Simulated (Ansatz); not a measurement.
Total energies of SiH2Me(SiH3) (CH₈Si₂) from Ansatz at PBE-D4/def2-TZVPD, gas phase (1 Eh = 27.2114 eV = 2625.5 kJ/mol). The reference geometry is relaxed at r2SCAN-D4/def2-SVP.

Cartesian coordinates in Å:
```
Si 0.1890 0.6953 -0.4902
H -0.1834 2.1096 -0.1650
H 1.2397 0.7416 -1.5572
C -1.3212 -0.2545 -1.1026
H -1.7490 0.2244 -1.9977
H -2.1055 -0.2914 -0.3305
H -1.0552 -1.2900 -1.3670
Si 1.0981 -0.3091 1.4285
H 0.0952 -0.3096 2.5400
H 2.3206 0.4143 1.8977
H 1.4718 -1.7306 1.1439
```

| state | geometry | energy (Eh) |
| --- | --- | --- |
| charge 0 singlet | reference | -621.56594 |
| charge -1 doublet | reference | -621.53494 |
| free Si atom (triplet) | – | -289.22297 |
| free H atom (doublet) | – | -0.49962 |
| free C atom (triplet) | – | -37.79605 |

(1) Work out the vertical electron affinity, to the doublet.

(2) What is the binding energy per atom against free atoms?

(1) E(charge 0 singlet) − E(charge -1 doublet) = -621.56594 − (-621.53494) = -0.03100 Eh = -0.84 eV; negative, so the extra electron isn't bound.

(2) Atoms: 2 × (-289.22297) + 8 × (-0.49962) + 1 × (-37.79605) = -620.23895 Eh. Binding: -620.23895 − (-621.56594) = 1.32699 Eh = 36.11 eV, or 3.28 eV for each of 11 atoms (no zero-point energy, no counterpoise term).

At PBE-D4/def2-TZVPD the highest occupied level of the charge -1 doublet lies above zero (up to 2.34 eV). By energy differences it is unbound by 0.84 eV (vertical, against the charge 0 singlet, at PBE-D4/def2-TZVPD) and held by the finite basis.
